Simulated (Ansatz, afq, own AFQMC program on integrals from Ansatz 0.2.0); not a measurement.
**BH⁻, doublet: AFQMC among the cluster methods**

```yaml
atoms:
  - { symbol: B, position_ang: [0.0000, 0.0000, 0.0000] }
  - { symbol: H, position_ang: [0.0000, 0.0000, 1.2628] }
```

Basis aug-cc-pVDZ. Noble-gas cores (and the filled d shells of Ga–Kr and In–Xe) are frozen. Integrals, coupled cluster, full CI and functionals: Ansatz 0.2.0; the random walks run on the same integrals in our own AFQMC program. The CISD trial takes its coefficients from CCSD amplitudes. Released means that phaseless walkers are propagated on without the constraint, phases kept. Error bars are statistical, one sigma.

Determinant: ROHF, the one that the program's search chose, which needn't be the lowest solution. The geometry is a PBE0/def2-TZVPD stationary point of this or a neighbouring charge and spin state.

Full CI on the same integrals is exact in this basis and with this determinant's frozen core.

Cautions: a spin-contaminated unrestricted determinant lies lower (UHF 135 meV lower, ⟨S²⟩ 1.10).

```
T1 diagnostic                               : 0.0226
weight of the determinant in the CISD state : 0.905
size of the correlated space                : 5 electrons in 31 orbitals
```

```
  level  correlation energy (eV)
    MP2                  -2.1825
   CCSD                  -2.8529
CCSD(T)                  -2.9443
```

(1) Estimate where phaseless AFQMC with the Hartree–Fock trial lies against CCSD(T) on the same integrals.

(1) 1.00 ± 0.57 kcal/mol above CCSD(T). The gap is under twice the noise, so this walk alone can't tell the two apart.

Reference: full CI, correlation energy -2.976 eV. The released energy is read at 2.40 1/Eh (meV from the phaseless value at times in 1/Eh: -7 ± 3 at 0.24, -5.1 ± 2.4 at 0.51, -10.1 ± 1.1 at 0.99, -15.4 ± 1.3 at 1.62, -14.4 ± 1.1 at 2.40).

```tsv
level	E − E(reference) (kcal/mol)	share of correlation (%)
CCSD(T)	0.74	98.92
CCSDT	0.10	99.85
CCSDT(Q)	0.02	99.97
CCSDTQ	0.00	100.00
ph-AFQMC/HF	1.74 ± 0.57	97.47
ph-AFQMC/CISD	0.46 ± 0.03	99.33
released AFQMC	0.13 ± 0.03	99.81
```

CCSDT and higher add their correlation energy to the determinant of the CCSD(T) run, since their own runs factorise the integrals more tightly (a shift of under 2 meV). A walk keeps the symmetry of its determinant, which the program's search chose and which needn't be the lowest solution, so a lower state of the same spin and another symmetry isn't excluded. Released energies are given only where the last usable release times agree within the noise; a slower fall can still hide under it.
